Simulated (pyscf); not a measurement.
PySCF, gas phase, ωB97X-D3(BJ)/def2-SVP geometries. Correlated levels are frozen-core, on RHF or UHF. ΔMP2 is the change of the MP2 total energy from the triple- to the quadruple-zeta basis.

Question: PH₃ (SMILES P) + HO–SiH₃ (SMILES O[SiH3]) → H₃Si–PH₂ (SMILES [SiH3]P) + H₂O (SMILES O)
Surface: singlet. Broken: H–P, O–Si. Formed: P–Si, H–O. Give ΔE‡ and ΔE from CCSD(T)/def2-TZVPP + ΔMP2(QZVPP), relative to the separated reactants.

Answer: ΔE‡ = 214.4 kJ/mol, ΔE = +63.4 kJ/mol. Zero-point energy shifts the barrier by +2.0 kJ/mol. It is a four-centre exchange, with an imaginary mode of 700i cm⁻¹. This is the saddle that the search found; another between the same sides may lie lower. The CCSD(T) − MP2 part came from Ansatz, without density fitting, on the same reference.
